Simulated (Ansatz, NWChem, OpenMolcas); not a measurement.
**Loss of HCl: C4H7ClO → C4H6O + HCl**

Gas-phase species: C4H7ClO (2-chloroethyl vinyl ether) `C=COCCCl`, singlet; C4H6O (vinyl ether) `C=COC=C`, singlet; HCl (hydrogen chloride), singlet. This is a balance of energies; it says nothing on the path, which may need atoms to shift.

Shapes, held fixed at every level: PBE0-D4/def2-TZVP. Flexible molecules stand in one conformer, not always the lowest. Programs: Ansatz 0.2.0, NWChem 7.3.0, OpenMolcas 26.06. A level may come from different programs for different species; with the same settings they agree closely. Electronic energies: no zero-point or thermal term.

```json
{"level": "HF/STO-3G", "kind": "Hartree–Fock", "ΔE (kJ/mol)": "+221.1"}
{"level": "HF/3-21G", "kind": "Hartree–Fock", "ΔE (kJ/mol)": "+86.4"}
{"level": "HF/6-31G* (spherical functions)", "kind": "Hartree–Fock", "ΔE (kJ/mol)": "+90.8"}
{"level": "B3LYP/6-31G* (spherical functions)", "kind": "global hybrid", "ΔE (kJ/mol)": "+88.1"}
{"level": "MP2/6-31G* (spherical functions)", "kind": "perturbation theory", "ΔE (kJ/mol)": "+106.0"}
```

MP2/6-31G* (spherical functions) gives ΔE = +106.0 kJ/mol; the levels span +86.4 to +221.1. The median of the levels is +90.8. No measured value is set beside it here. MP2/6-31G* (spherical functions) lies outside the range of the other correlated levels here, so it shouldn't be taken on trust. Rows in sets without polarisation functions are far from converged.
